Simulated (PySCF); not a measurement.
## MgCl₂: how level, basis and relativity move the structure

Each row is its own optimisation.

Each entry is the lowest minimum that a search over a few typed start shapes (and spin states, where more than one is plausible) found, or that minimum re-optimised at the stated level; isomers with ligand–ligand bonds, or fragments after loss of a ligand pair, can lie lower. Open shells are unrestricted; no spin–orbit coupling; PySCF with density fitting.

```tsv
level	2S+1	point group	mean bond to Mg (Å)	polar-tensor charge of Mg	distinct angles (°)	gap (eV)	highest ω (cm⁻¹)
B3LYP/def2-TZVP (no relativity)	?	?	?	?	?	?	?
BP86/def2-TZVP (no relativity)	1	D∞h	2.186	1.19	180	5.12	602
PBE0/def2-TZVP (no relativity)	1	D∞h	2.170	1.24	180	7.22	623
```

(1) Fill in the row of B3LYP/def2-TZVP (no relativity).

Results:

(1) 2S+1: 1; point group: D∞h; mean bond to Mg (Å): 2.177; polar-tensor charge of Mg: 1.21; distinct angles (°): 180; gap (eV): 6.60; highest ω (cm⁻¹): 615.

Across these levels the mean bond spreads over 0.016 Å and the highest wavenumber over 21 cm⁻¹; all give the same point group.

Levels that gave another bonding pattern or an unsound solution are left out.
